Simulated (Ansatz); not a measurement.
Born–Oppenheimer molecular dynamics of C3H5ClOS (11 atoms, charge 0, multiplicity 1). It starts from a relaxed structure.

Method: RKS B3LYP/STO-3G in Ansatz.

```yaml
ensemble: NVT, Langevin thermostat
time_step: 0.5 fs
steps_asked: 266
set_temperature: 1000 K
friction: 0.005 /fs
seed: 93524
```

Frames 0.5 fs apart, positions in Å, forces in eV/Å.

Velocities at 60.0 fs (Å/ps):

```
O -6.90 -1.66 -5.03
C -1.86 -1.69 -8.00
C 4.42 3.06 3.86
S 5.74 1.58 -1.62
C 5.51 -6.73 2.49
Cl 8.27 -3.55 -1.50
H -7.83 16.71 19.29
H 23.64 26.88 10.70
H -22.47 23.71 6.51
H 1.16 8.27 -1.70
H -3.99 14.64 3.78
```

```xyz
11
Properties=species:S:1:pos:R:3:forces:R:3 time_fs=60.0 energy_less_start_eV=0.719 T=412
O -1.346 -1.464 -0.153 -1.95 -1.26 1.24
C -0.562 -0.395 -0.685 -0.84 3.26 1.59
C 0.550 0.242 0.334 -1.94 -1.43 -2.08
S 0.681 -0.507 1.913 0.49 -0.24 1.02
C 1.338 1.219 -0.117 1.00 0.79 -0.25
Cl 1.246 2.170 -1.690 -0.39 -0.76 0.53
H -2.268 -1.006 0.184 2.33 -0.73 -0.77
H -0.030 -0.608 -1.597 0.63 -1.08 -1.09
H -1.292 0.405 -0.943 0.58 0.51 -0.19
H 0.055 -1.697 1.605 -0.16 0.51 -0.48
H 2.236 1.532 0.405 0.27 0.43 0.49
11
Properties=species:S:1:pos:R:3:forces:R:3 time_fs=60.5 energy_less_start_eV=0.755 T=419
O -1.349 -1.465 -0.155 -2.02 -1.08 1.23
C -0.563 -0.395 -0.689 -1.14 3.67 1.78
C 0.552 0.243 0.336 -2.09 -1.56 -2.09
S 0.684 -0.506 1.912 0.50 -0.21 1.08
C 1.341 1.216 -0.115 1.07 0.98 -0.35
Cl 1.250 2.168 -1.690 -0.40 -0.79 0.56
H -2.269 -0.998 0.194 2.48 -0.84 -0.86
H -0.018 -0.596 -1.593 0.59 -1.13 -1.21
H -1.302 0.418 -0.940 0.92 0.12 -0.14
H 0.055 -1.691 1.603 -0.19 0.44 -0.49
H 2.234 1.540 0.408 0.28 0.40 0.50
11
Properties=species:S:1:pos:R:3:forces:R:3 time_fs=61.0 energy_less_start_eV=0.768 T=439
O -1.353 -1.467 -0.157 -1.92 -0.90 1.16
C -0.565 -0.395 -0.692 -1.27 3.91 1.80
C 0.553 0.245 0.337 -2.21 -1.67 -2.07
S 0.687 -0.506 1.911 0.52 -0.15 1.12
C 1.345 1.212 -0.114 1.18 1.18 -0.42
Cl 1.254 2.165 -1.691 -0.40 -0.81 0.58
H -2.266 -0.991 0.203 2.47 -0.89 -0.89
H -0.003 -0.587 -1.591 0.43 -1.13 -1.15
H -1.310 0.431 -0.938 1.19 -0.22 -0.11
H 0.054 -1.684 1.601 -0.24 0.35 -0.49
H 2.232 1.550 0.413 0.24 0.34 0.47
11
Properties=species:S:1:pos:R:3:forces:R:3 time_fs=61.5 energy_less_start_eV=0.752 T=464
O -1.357 -1.469 -0.159 -1.64 -0.74 1.02
C -0.567 -0.394 -0.696 -1.19 3.94 1.69
C 0.555 0.246 0.338 -2.29 -1.75 -2.05
S 0.691 -0.505 1.911 0.56 -0.07 1.16
C 1.348 1.209 -0.113 1.29 1.35 -0.44
Cl 1.258 2.163 -1.691 -0.40 -0.81 0.59
H -2.255 -0.986 0.211 2.29 -0.87 -0.86
H 0.013 -0.581 -1.593 0.17 -1.09 -0.93
H -1.315 0.442 -0.936 1.34 -0.46 -0.11
H 0.053 -1.675 1.597 -0.30 0.22 -0.51
H 2.231 1.560 0.419 0.17 0.27 0.43
11
Properties=species:S:1:pos:R:3:forces:R:3 time_fs=62.0 energy_less_start_eV=0.713 T=481
O -1.362 -1.471 -0.161 -1.16 -0.64 0.80
C -0.568 -0.391 -0.698 -0.97 3.78 1.48
C 0.555 0.247 0.339 -2.31 -1.76 -2.04
S 0.694 -0.505 1.910 0.60 0.02 1.20
C 1.351 1.207 -0.111 1.39 1.50 -0.42
Cl 1.262 2.160 -1.691 -0.40 -0.82 0.59
H -2.239 -0.983 0.218 1.91 -0.74 -0.74
H 0.029 -0.578 -1.597 -0.15 -1.00 -0.59
H -1.316 0.453 -0.933 1.39 -0.60 -0.13
H 0.051 -1.665 1.593 -0.36 0.08 -0.51
H 2.229 1.572 0.426 0.06 0.18 0.36
11
Properties=species:S:1:pos:R:3:forces:R:3 time_fs=62.5 energy_less_start_eV=0.662 T=521
O -1.366 -1.473 -0.164 -0.48 -0.62 0.48
C -0.570 -0.387 -0.700 -0.64 3.44 1.26
C 0.554 0.248 0.339 -2.27 -1.73 -2.03
S 0.697 -0.505 1.909 0.61 0.08 1.22
C 1.355 1.204 -0.111 1.49 1.63 -0.34
Cl 1.266 2.157 -1.691 -0.40 -0.82 0.59
H -2.218 -0.982 0.222 1.33 -0.49 -0.52
H 0.045 -0.578 -1.602 -0.50 -0.89 -0.22
H -1.313 0.461 -0.930 1.35 -0.64 -0.18
H 0.048 -1.655 1.587 -0.42 -0.03 -0.51
H 2.228 1.585 0.434 -0.08 0.06 0.26
11
Properties=species:S:1:pos:R:3:forces:R:3 time_fs=63.0 energy_less_start_eV=0.618 T=539
O -1.371 -1.475 -0.166 0.37 -0.70 0.06
C -0.571 -0.382 -0.702 -0.24 2.95 1.05
C 0.553 0.248 0.340 -2.17 -1.64 -2.04
S 0.701 -0.504 1.909 0.60 0.10 1.22
C 1.360 1.201 -0.110 1.54 1.72 -0.25
Cl 1.270 2.154 -1.691 -0.39 -0.81 0.58
H -2.195 -0.984 0.226 0.58 -0.12 -0.20
H 0.059 -0.579 -1.608 -0.83 -0.77 0.15
H -1.306 0.466 -0.927 1.19 -0.56 -0.24
H 0.045 -1.647 1.581 -0.45 -0.10 -0.49
H 2.226 1.598 0.442 -0.21 -0.06 0.17
11
Properties=species:S:1:pos:R:3:forces:R:3 time_fs=63.5 energy_less_start_eV=0.594 T=545
O -1.375 -1.477 -0.168 1.33 -0.85 -0.43
C -0.572 -0.377 -0.704 0.22 2.35 0.86
C 0.552 0.248 0.341 -2.02 -1.51 -2.05
S 0.705 -0.504 1.909 0.55 0.07 1.18
C 1.364 1.199 -0.109 1.51 1.74 -0.17
Cl 1.274 2.151 -1.691 -0.39 -0.81 0.57
H -2.171 -0.987 0.230 -0.27 0.33 0.20
H 0.071 -0.582 -1.614 -1.13 -0.64 0.50
H -1.296 0.471 -0.925 0.95 -0.40 -0.31
H 0.040 -1.639 1.574 -0.45 -0.12 -0.45
H 2.224 1.610 0.450 -0.30 -0.16 0.10
11
Properties=species:S:1:pos:R:3:forces:R:3 time_fs=64.0 energy_less_start_eV=0.593 T=546
O -1.380 -1.479 -0.170 2.23 -0.99 -0.94
C -0.573 -0.371 -0.705 0.71 1.65 0.74
C 0.550 0.248 0.341 -1.84 -1.34 -2.05
S 0.708 -0.503 1.908 0.49 0.02 1.13
C 1.369 1.198 -0.108 1.40 1.71 -0.10
Cl 1.277 2.148 -1.691 -0.38 -0.80 0.56
H -2.148 -0.989 0.234 -1.10 0.79 0.63
H 0.082 -0.586 -1.619 -1.37 -0.51 0.78
H -1.282 0.474 -0.924 0.63 -0.16 -0.40
H 0.033 -1.631 1.567 -0.44 -0.12 -0.41
H 2.220 1.623 0.457 -0.34 -0.24 0.06
11
Properties=species:S:1:pos:R:3:forces:R:3 time_fs=64.5 energy_less_start_eV=0.604 T=522
O -1.385 -1.481 -0.172 2.97 -1.08 -1.40
C -0.574 -0.365 -0.707 1.21 0.90 0.70
C 0.549 0.248 0.340 -1.63 -1.15 -2.05
S 0.711 -0.502 1.908 0.41 -0.05 1.06
C 1.374 1.197 -0.107 1.24 1.64 -0.05
Cl 1.281 2.144 -1.691 -0.37 -0.79 0.55
H -2.128 -0.988 0.241 -1.78 1.18 1.03
H 0.088 -0.591 -1.622 -1.54 -0.41 0.96
H -1.266 0.476 -0.924 0.25 0.16 -0.50
H 0.025 -1.623 1.560 -0.42 -0.11 -0.35
H 2.216 1.634 0.464 -0.35 -0.30 0.03
11
Properties=species:S:1:pos:R:3:forces:R:3 time_fs=65.0 energy_less_start_eV=0.610 T=528
O -1.389 -1.484 -0.174 3.39 -1.03 -1.70
C -0.576 -0.359 -0.708 1.65 0.18 0.73
C 0.547 0.247 0.339 -1.38 -0.93 -2.03
S 0.714 -0.501 1.908 0.31 -0.15 0.96
C 1.379 1.196 -0.107 1.01 1.52 -0.01
Cl 1.285 2.141 -1.690 -0.36 -0.77 0.53
H -2.111 -0.985 0.251 -2.16 1.40 1.30
H 0.090 -0.596 -1.622 -1.61 -0.32 1.05
H -1.249 0.478 -0.926 -0.15 0.51 -0.59
H 0.014 -1.615 1.553 -0.37 -0.07 -0.29
H 2.210 1.646 0.471 -0.32 -0.34 0.04
11
Properties=species:S:1:pos:R:3:forces:R:3 time_fs=65.5 energy_less_start_eV=0.594 T=531
O -1.393 -1.486 -0.176 3.40 -0.76 -1.77
C -0.577 -0.354 -0.708 1.97 -0.44 0.82
C 0.544 0.246 0.337 -1.09 -0.68 -2.00
S 0.717 -0.501 1.908 0.18 -0.27 0.84
C 1.385 1.195 -0.106 0.72 1.33 0.03
Cl 1.288 2.137 -1.690 -0.35 -0.75 0.50
H -2.100 -0.979 0.264 -2.17 1.37 1.37
H 0.089 -0.603 -1.619 -1.60 -0.26 1.03
H -1.234 0.482 -0.928 -0.50 0.81 -0.68
H 0.003 -1.608 1.545 -0.30 0.00 -0.21
H 2.202 1.657 0.478 -0.26 -0.36 0.06
```

Of the whole run (133 fs, mean temperature of the second half 523 K): The mean temperature of the second half is 48 % below the set value. A run of 0.13 ps of so small a system gives no equilibrium averages. Limits of this set-up: minimal basis.

The run took 8.5 min on 1 thread of Arm Neoverse V2 (shared host), peak memory 0.098 GiB.
